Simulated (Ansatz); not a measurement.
Two shapes of singlet C₆H₆.

Shape 1:

```xyz
12

C     1.3566    0.0132   -0.0293
C     0.7336    1.2373   -0.0184
C    -0.7330    1.1837   -0.0253
C    -1.3997   -0.0477   -0.0141
C    -0.7171   -1.2376   -0.0352
C     0.7418   -1.1853   -0.0042
H     2.4791    0.0123   -0.0476
H     1.2939    2.1553    0.0015
H    -1.2833    2.1480    0.0302
H    -2.4381   -0.0013    0.0031
H    -1.2206   -2.1799    0.0363
H     1.2124   -2.1906    0.0144
```

Shape 2:

```xyz
12

C     1.5065    0.0000    0.0000
C     0.7533    1.3047    0.0000
C    -0.7533    1.3047    0.0000
C    -1.5065    0.0000    0.0000
C    -0.7533   -1.3047    0.0000
C     0.7533   -1.3047    0.0000
H     2.6870    0.0000    0.0000
H     1.3435    2.3270    0.0000
H    -1.3435    2.3270    0.0000
H    -2.6870    0.0000    0.0000
H    -1.3435   -2.3270    0.0000
H     1.3435   -2.3270    0.0000
```

Basis set: cc-pVDZ (spherical functions). Frozen core: 6 orbitals. Charge 0, multiplicity 1.

Computed with Ansatz (development build ahead of 0.2.0); each method stands on the lowest determinant of its kind that the runs found.

Question: Which shape is lower in energy, and by how much in each method?

Answer:

```
 method  E(2) − E(1) (eV)
    RHF             2.354
RHF-MP2             1.459
```

Shape 1 is lower. Caution: in another basis set an unrestricted determinant lies well below.
